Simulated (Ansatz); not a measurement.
Relaxed structures of CH5SSi (charge -1), closed shell (PBE0-D4/def2-TZVPD; forces vanish, vibrations not checked; lower isomers may exist, and structures with a doubtful reference or unclear bonds are left out; Å). Computed with Ansatz 0.2.0 (basis: def2-TZVPPD); correlated methods freeze the cores.

**Question.** Rank them by CCSD(T) energy, lowest first, and give each one's height above the lowest. Links in brackets join atoms within 1.22 times the sum of their covalent radii (1.1 for two metals). (To be estimated.)
A.
CH₅SSi ([SiH2][CH][SH2]), total charge -1
```
8
angstrom
Si 1.0205 -0.8498 1.3307
C 0.7597 -0.0167 -0.3650
S -0.6381 0.8435 -0.5386
H -1.7873 0.2011 -1.1405
H -0.5747 1.6278 -1.6742
H 0.4547 0.2759 2.2126
H 1.1461 -0.4808 -1.2713
H -0.2409 -1.7495 1.4603
```
B.
CH₅SSi ([SiH3][CH][SH]), total charge -1
```
8
angstrom
Si -0.5331 0.8015 -0.2670
C 0.8705 -0.2940 -0.1933
S 1.1644 -1.2251 1.2407
H -1.9553 0.2374 -0.2768
H -0.5162 1.6433 -1.5225
H -0.6308 1.7764 0.8806
H 1.3317 -0.6647 -1.1067
H 0.2688 -2.2749 1.2450
```
C.
CH₅SSi ([SiH2][CH2][SH]), total charge -1
```
8
angstrom
Si -0.6768 0.8800 -0.2618
C 0.9461 -0.1867 -0.0370
S 0.9220 -1.6170 1.1032
H -1.6377 -0.3086 -0.4573
H 1.7460 0.4770 0.3059
H -0.9890 1.0362 1.2389
H 1.2419 -0.5698 -1.0186
H -0.3583 -1.4938 1.4867
```
D.
CH₅SSi ([CH3][SiH][SH]), total charge -1
```
8
angstrom
Si 1.3324 0.1191 -0.2572
C -0.4868 0.8090 -0.2699
S 1.1381 -1.3722 1.4374
H -1.2541 0.0251 -0.2683
H -0.6330 1.4258 -1.1669
H -0.6559 1.4499 0.6019
H 1.1349 -0.8826 -1.4104
H 0.0260 -2.0552 1.0917
```

**Answer.** By the calculation: D (0.000 eV), C (1.207 eV), B (1.580 eV), A (4.201 eV). Heights count from the lowest.

T1 diagnostic: at most 0.021.

For scale, one of the runs: CCSD(T)/def2-TZVPPD, 221 basis functions, launched by `ansatz run in.yaml --threads 2 --pin off --events-out ev --progress --plain --max-ram 4352MiB`. The run took 70 s on 2 CPU threads of an Arm Neoverse V2 (shared host), with 3.2 GiB of host memory at its peak.
